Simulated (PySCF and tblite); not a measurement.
Values are calculated unless marked as measured or tabulated.
2 E/Z isomers of C₅H₅N, numbered alike:

```json
{"isomer": "A", "SMILES": "[CH2:1]=[CH:2]/[CH:3]=[CH:4]\\[C:5]#[N:6]", "descriptors": "3=4 Z"}
{"isomer": "B", "SMILES": "[CH2:1]=[CH:2]/[CH:3]=[CH:4]/[C:5]#[N:6]", "descriptors": "3=4 E"}
```

Protocol: conformer search, at most 6 conformers an isomer, GFN2-xTB geometries, energies PBE0/def2-SVP (IEF-PCM, dimethylsulfoxide) (D3(BJ) added where defined), GIAO shieldings B97-2/pcSseg-1 (IEF-PCM, dimethylsulfoxide), weights at 298.15 K with GFN2-xTB thermal terms. Programs: PySCF with density fitting and tblite.

Question: What shifts does each isomer give (ppm; of two unlike H on one atom, a is the less shielded)?

Answer: 
A: ¹H (against TMS): 7.45 (H3, 1H), 7.25 (H2, 1H), 6.34 (H1a, 1H), 6.31 (H1b, 1H), 5.57 (H4, 1H). ¹³C (against TMS): 161.6 (C3), 139.3 (C2), 137.8 (C1), 124.1 (C5), 99.1 (C4).

B: ¹H (against TMS): 7.51 (H3, 1H), 6.90 (H2, 1H), 6.26 (H1a, 1H), 6.25 (H1b, 1H), 5.65 (H4, 1H). ¹³C (against TMS): 162.4 (C3), 140.9 (C2), 138.1 (C1), 126.4 (C5), 100.8 (C4).

Shifts are unscaled: against experiment ¹³C can be off by 15 ppm or more and ¹H by 0.8 ppm. The search found a single conformer for at least one isomer; other rotamers may be missing.
